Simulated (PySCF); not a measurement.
NMR data simulated for an unnamed compound:

1H NMR (600 MHz, computed): δ 6.06 (m, 1H), 5.94 (m, 1H), 5.68 (m, 1H), 2.52 (q, 2H), 1.25 (t, 3H).

13C{1H} NMR (computed): δ 134.0 (CH2), 125.8 (CH), 103.6 (C), 86.5 (C), 17.1 (CH3), 16.5 (CH2).

Level of theory: structure optimised with GFN2-xTB, σ from GIAO-PBE0/pcSseg-1, in PySCF 2.14.0 with density-fitted response routines (relativity neglected, equivalent nuclei averaged, no solvent, one conformer).

References, each an isolated molecule treated in the same way: TMS for 1H (31.72 ppm) and 13C (186.93 ppm).

Which of these does the molecule contain: a CF3 group, a non-aromatic C=C double bond, a vinyl group CH=CH2, a C≡C triple bond, a carboxylic acid, an ester?

## Answers


- A CF3 group: no.
- A non-aromatic C=C double bond: yes.
- A vinyl group CH=CH2: yes (δC 134.0, 125.8; δH 5.94 (m), 5.68 (m), 6.06 (m)).
- A C≡C triple bond: yes (δC 86.5, 103.6).
- A carboxylic acid: no.
- An ester: no.

The data belong to 1-hexen-3-yne, C6H8; they needn't prove each group on their own.

Carbon signals by region: 3 in the sp2 and nitrile region (100–160 ppm), 1 at 50–100 ppm, 2 below 50 ppm.

Shifts are as computed. Against solution values, carbons near 30 ppm lie about +3 ppm off and those near 130 ppm about +5 ppm. Of 1211 compounds with measured shifts, 218 miss one by over three times the rms of a fit or turn the order of signals round; such compounds aren't used in these exercises. No couplings were computed; multiplicities are counted from neighbouring protons, with m where these are inequivalent, close in shift, in a saturated or five-membered ring or joined by F or P, and br s for small geminal =CH2 splittings.
